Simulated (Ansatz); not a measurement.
For A-type hexagonal La₂O₃, PBE in Ansatz (plane waves, PAW) gives:

| Item | Result |
|---|---|
| lattice constant a | 3.941 Å |
| c axis length | 6.187 Å |
| formation enthalpy | -3.393 eV/atom |

What does HSE06 in Ansatz (PAW) give for the same quantities?


- lattice constant a: 3.919 Å (drops by 0.6 %)
- lattice parameter c: 6.138 Å (decreases by 0.8 %)
- formation enthalpy: -3.513 eV/atom (moves by -0.120 eV/atom)

For comparison: lattice constant a 3.934 Å (measured, 300 K, no zero-point or thermal correction, sources range from 3.934 to 3.940; as tabulated in Santana et al. (2016), arXiv:1608.06321); lattice parameter c 6.13 Å (measured, temperature not stated, no zero-point or thermal correction; as tabulated in Rustad et al. (2011), arXiv:1107.4261); formation enthalpy -3.72 eV/atom (measured, 298 K, no zero-point or thermal correction; as tabulated in Zhang et al. (2018), doi:10.1038/s41524-018-0065-z).

Changes are worked out from the printed values.

Unless a cell is named, each level is at its own relaxed cell (PBE 16.64, HSE06 16.33 Å³/atom).

Caveats: hybrids on metals are sensitive to the k mesh and can open a false gap (HSE06). Ansatz's density-functional and Hartree–Fock values are scalar-relativistic unless marked +SOC, with PAW data made under PBE.

Ansatz is a program for electronic structure.
